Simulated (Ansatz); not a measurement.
Worked example: correlation energy of BCl₃, singlet

Geometry: MP2(full)/6-31G*, from the G2/97 set.

```tsv
atom	x (Å)	y (Å)	z (Å)
B	0.0000	0.0000	0.0000
Cl	0.0000	1.7354	0.0000
Cl	1.5029	-0.8677	0.0000
Cl	-1.5029	-0.8677	0.0000
```

Basis STO-3G; Ansatz 0.2.0. Only valence electrons are correlated (noble-gas cores frozen), which leaves 24 electrons in 16 orbitals. R marks a restricted (for open shells ROHF) determinant.

Full CI is exact within this basis and frozen core; it isn't the basis-set limit.

Runs differ by some tens of microhartree through their thresholds, so steps under 0.03 kcal/mol mean nothing.

| level | total energy (hartree) |
| --- | --- |
| RHF | -1388.227563 |
| RMP2 | -1388.291181 |
| RCCSD | -1388.301703 |
| RCCSD(T) | -1388.305039 |
| RCCSDT | -1388.305631 |
| RCCSDT(Q) | -1388.305518 |
| RCCSDTQ | -1388.305504 |
| full CI | -1388.305479 |

Problem. What is the correlation energy at full CI, and what share of it do RMP2 and RCCSD(T) recover?

Solution. E(corr) = -1388.305479 − (-1388.227563) = -0.077916 hartree = -2.120 eV. RMP2: -0.063618 / -0.077916 = 81.65 %. RCCSD(T): -0.077476 / -0.077916 = 99.44 %.

Problem. By how many kcal/mol does RCCSD(T) miss full CI (1 hartree = 627.509 kcal/mol), and which steps make up the rest?

Solution. -1388.305039 − (-1388.305479) = 0.000440 hartree = 0.28 kcal/mol. Steps: RCCSDT − RCCSD(T) = -0.37, RCCSDT(Q) − RCCSDT = 0.07, RCCSDTQ − RCCSDT(Q) = 0.01, full CI − RCCSDTQ = 0.02 kcal/mol. That is within 1 kcal/mol of the reference in this basis, which itself misses far more of the correlation at the basis-set limit.
